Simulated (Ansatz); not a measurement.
```yaml
crystal:
  periodic: [false, false, false]
  atoms:
    - {symbol: B, position_ang: [0.000000, 0.000000, -0.668861]}
    - {symbol: N, position_ang: [0.000000, 0.000000, 0.622474]}
    - {symbol: C, position_ang: [0.000000, 0.000000, 1.852379]}
    - {symbol: H, position_ang: [0.000000, 0.000000, -1.805992]}
basis:
  gaussian: {orbitals: def2-TZVP}
magnetization: {spin_polarized: true, initial_magnetization: 3}
hamiltonian: {xc: pbe0}
relax: {f_tol: 0.004, max_steps: 80}
```

```sh
$ ansatz run in.yaml --threads 1 --pin off --events-out ev --progress --plain --max-ram 2176MiB
```

Steps of the relaxation (energy above the last step; positions in Å, forces in eV/Å):

```
4
step 1, 32.9 meV
B     0.000    0.000   -0.669    0.000    0.000    1.496
N     0.000    0.000    0.622    0.000    0.000   -1.792
C     0.000    0.000    1.852    0.000    0.000    1.250
H     0.000    0.000   -1.806    0.000    0.000   -0.954
```

```
4
step 2, 4.8 meV
B     0.000    0.000   -0.663    0.000    0.000    0.561
N     0.000    0.000    0.622    0.000    0.000   -0.838
C     0.000    0.000    1.865    0.000    0.000    0.515
H     0.000    0.000   -1.824    0.000    0.000   -0.237
```

```
4
step 3, 0.0 meV
B     0.000    0.000   -0.659    0.000    0.000   -0.035
N     0.000    0.000    0.618    0.000    0.000   -0.021
C     0.000    0.000    1.870    0.000    0.000    0.056
H     0.000    0.000   -1.828    0.000    0.000    0.000
```

```
4
step 5, 0.0 meV
B     0.000    0.000   -0.660    0.000    0.000    0.000
N     0.000    0.000    0.618    0.000    0.000    0.000
C     0.000    0.000    1.871    0.000    0.000    0.000
H     0.000    0.000   -1.829    0.000    0.000    0.000
```

Close pairs at the end: B1–H4 1.169 Å, N2–C3 1.253 Å, B1–N2 1.277 Å.

A stationary point of unrestricted PBE0 after 5 steps, with ⟨S²⟩ = 3.798 against 3.75 for a pure state; no frequencies were run, so it isn't proven a minimum. 14 s on 1 thread of Arm Neoverse V1, shared host.
